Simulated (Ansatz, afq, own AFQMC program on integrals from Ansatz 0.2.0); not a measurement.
## GeNH, singlet: AFQMC among the cluster methods

```yaml
atoms:
  - { symbol: Ge, position_ang: [0.0000, 0.0000, 1.4305] }
  - { symbol: N, position_ang: [0.0000, 0.0000, -0.2139] }
  - { symbol: H, position_ang: [0.0000, 0.0000, -1.2166] }
```

Connectivity, by distances: Ge–NH.

Basis cc-pVDZ. Only valence electrons are correlated. Ansatz 0.2.0 and our own AFQMC program on the same integrals; the CISD trial comes from CCSD amplitudes, and released means the phaseless constraint is let go. Free AFQMC starts from the CCSD state and is never constrained. Its projection time is finite, and what remains of the start isn't in its error. Uncertainties: one standard error, sampling alone. No spin–orbit coupling.

Determinant: UHF, the one that the program's search chose, which needn't be the lowest solution. The geometry is a PBE0/def2-TZVP stationary point of this or a neighbouring charge and spin state.

No full CI on the walks' own integrals is used here. The released AFQMC energy serves as the reference, which it does only where one determinant dominates, the energy is flat over the last release times and near the phaseless one (40 meV or 2 meV an electron, half that with transition metals). On small molecules, where full CI could be run and the noise was under 10 meV, such values lay within 10 meV of it in 19 cases of 20, a flattering rate, since the rule was set on those same cases; what remains of the bias isn't in the error bar.

Cautions: no relativity below Rb; no spin-orbit coupling; inner d shell frozen; higher spins were not checked; the determinant is a saddle point among determinants of its kind; raised T1 diagnostic (T1 0.029, weight of the determinant 0.86, largest double 0.10); the released value is read at 2.40 1/Eh with a noise of 23 meV, more than in the cases checked (meV from the phaseless value at times in 1/Eh: 31 ± 26 at 0.24, 19 ± 19 at 0.51, 46 ± 20 at 0.99, 39 ± 18 at 1.62, 28 ± 23 at 2.40).

- T1 diagnostic: 0.0285
- weight of the determinant in the CISD state: 0.863
- ⟨S²⟩ of the determinant: 0.000
- size of the correlated space: 10 electrons in 31 orbitals

```tsv
level	correlation energy (eV)
MP2	-7.0594
CCSD	-7.2929
CCSD(T)	-7.6538
```

Problem. Estimate where phaseless AFQMC with a CISD trial lies against CCSD(T) on the same integrals.

Solution. 71.4 ± 30.1 meV below CCSD(T).

Reference: AFQMC with the constraint released, correlation energy -7.697 ± 0.023 eV.

| level | E − E(reference) (meV) | share of correlation (%) |
| --- | --- | --- |
| CCSD(T) | 43.2 ± 23.4 | 99.44 |
| ph-AFQMC/CISD | -28.2 ± 38.2 | 100.37 |
| free AFQMC | 26.6 ± 29.7 | 99.65 |

Free projections are given only where their last times agree within the noise and don't stop above the reference; a slow remainder of the start can still hide under it. A walk keeps the symmetry of its determinant, which the program's search chose and which needn't be the lowest solution, so a lower state of the same spin and another symmetry isn't excluded. Released energies are given only where the last usable release times agree within the noise; a slower fall can still hide under it.
